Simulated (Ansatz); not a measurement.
**Boltzmann transport of Be5Ge at constant τ**

All numbers below come from DFT PBEsol, scalar-relativistic, plane waves, PAW (Ansatz). Settings: 420 eV plane-wave cutoff, Γ-centred 9×9×10 mesh, Fermi-Dirac smearing of 0.15 eV. No spin polarisation.

The cell, relaxed at this level:
```
CELL_PARAMETERS angstrom
4.40683 0.00000 0.00000
-2.20341 3.81642 0.00000
0.00000 0.00000 3.59534
ATOMIC_POSITIONS crystal
Be 0.33333 0.66667 0.00000
Be 0.66667 0.33333 0.00000
Be 0.50000 0.00000 0.50000
Be 0.50000 0.50000 0.50000
Be 0.00000 0.50000 0.50000
Ge 0.00000 0.00000 0.00000
```

The cell was built by swapping an element in a database structure (itself possibly hypothetical) and relaxing; it need not be the stable form of this composition. In a metal these results depend on the k mesh and the smearing.

Constant relaxation time and rigid bands. The levels are interpolated over the whole zone and filled by a Fermi function at the stated temperature, with the chemical potential set by the electron count. Seebeck coefficients of a few μV/K are small differences and uncertain even in sign.

Question: Give the Drude plasma energies, the density of states at the chemical potential and σ/τ at 300 K.

Answer:
```
Plasma energy xx, yy, zz                : 8.61, 8.61, 7.07 eV
Density of states (thermally broadened) : 1.92 states/eV/cell
Conductivity over τ, xx, yy, zz         : 15.2, 15.2, 10.2 ×10²⁰ (Ω·m·s)⁻¹
```

Question: And the Seebeck coefficient (μV/K)?

Answer:
```
T (K) Sxx Syy Szz
  300  -2.5  -2.5  -2.7
  600  -4.8  -4.8  -5.6
  900  -6.7  -6.7  -7.9
```